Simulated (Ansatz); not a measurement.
# CH₂Si+ (quartet): from Hartree-Fock to the top rungs, cc-pVTZ

Aim: climb from Hartree-Fock through coupled cluster and multireference methods for CH₂Si+ (quartet) at one geometry and basis, and see what each rung misses.

Program: Ansatz 0.2.0, Gaussian basis. Level of theory: cc-pVTZ, correlated electrons: outside noble gas. These are calculated values, not measurements.

The runs, in order: UHF; CCSD(T) on ROHF; CCSD(T) on UHF; BCCD(T) on ROHF; CCSDT(Q) on ROHF; CCSDT(Q) on UHF; CASSCF and MRCISD+Q, 9 electrons in 10 orbitals; CASSCF and NEVPT2, 9 electrons in 10 orbitals.

### 1 The geometry

The geometry is a PBE0/def2-TZVP stationary point (not a proven minimum) of the parent state, kept for this charge and spin.

4 atoms, charge 1, spin multiplicity 4.

Atoms are counted from 1 here; the program's logs count them from 0.

Bond lengths: Si1–C2 1.865 Å, C2–H3 1.091 Å, C2–H4 1.091 Å. Angles: Si1–C2–H3 123.8°, Si1–C2–H4 123.8°, H3–C2–H4 112.4°.

In the tables R marks a restricted open-shell determinant and U an unrestricted one; 'valence' is the active space of 9 electrons in 10 orbitals; correlation energies count from the lowest restricted Hartree-Fock solution.

### 2 UHF

File in.yaml:

```yaml
crystal:
  periodic: [false, false, false]
  atoms:
    - {symbol: Si, position_ang: [0.000000, 0.000000, 0.650177]}
    - {symbol: C, position_ang: [0.000000, 0.000000, -1.214577]}
    - {symbol: H, position_ang: [0.000000, -0.906814, -1.821841]}
    - {symbol: H, position_ang: [0.000000, 0.906814, -1.821841]}
basis:
  gaussian: {orbitals: cc-pVTZ}
total_charge: 1
magnetization: {spin_polarized: true, initial_magnetization: 3}
hamiltonian: {xc: hf}
output: {orbitals: {seedname: orbitals}}
```

Started as:

```
$ ansatz run in.yaml --threads 1 --pin off --events-out ev --progress --plain --max-ram 4096MiB --backend cpu
```

After this run come: CCSD(T) on ROHF; CCSD(T) on UHF; BCCD(T) on ROHF; CCSDT(Q) on ROHF; CCSDT(Q) on UHF; CASSCF and MRCISD+Q, 9 electrons in 10 orbitals; CASSCF and NEVPT2, 9 electrons in 10 orbitals.

Before running them: what should the planned runs give, taken together? Wanted: correlation energy, UCCSDT(Q); RMP2 from UCCSDT(Q); UMP2 from UCCSDT(Q); RCCSD from UCCSDT(Q); RCCSD(T) from UCCSDT(Q); UCCSD(T) from UCCSDT(Q); RCCSDT(Q) from UCCSDT(Q); NEVPT2 valence from UCCSDT(Q); MRCISD+Q valence from UCCSDT(Q).

**Answer**, as computed:

| quantity | value |
| --- | --- |
| correlation energy, UCCSDT(Q) | -6.2399 eV |
| RMP2 from UCCSDT(Q) | +23.44 kcal/mol |
| UMP2 from UCCSDT(Q) | +24.21 kcal/mol |
| RCCSD from UCCSDT(Q) | +6.92 kcal/mol |
| RCCSD(T) from UCCSDT(Q) | +1.12 kcal/mol |
| UCCSD(T) from UCCSDT(Q) | +1.08 kcal/mol |
| RCCSDT(Q) from UCCSDT(Q) | +0.09 kcal/mol |
| NEVPT2 valence from UCCSDT(Q) | +22.00 kcal/mol |
| MRCISD+Q valence from UCCSDT(Q) | +1.59 kcal/mol |
| levels of the table within 1 kcal/mol (43 meV) | RCCSDT, UCCSDT, RCCSDT(Q) |
| T1 diagnostic | 0.029 |
| effectively unpaired electrons | 3.02 |

**Reading.** RCCSD(T) misses by +1.12 kcal/mol, 0.8 % of the correlation energy. One determinant dominates. Of the multireference levels listed MRCISD+Q valence comes nearest in total energy (+1.59 kcal/mol), which doesn't show that its space is the better one. These misses are within one basis, not against nature; the frozen cores of restricted and unrestricted runs differ, which can shift their rows.
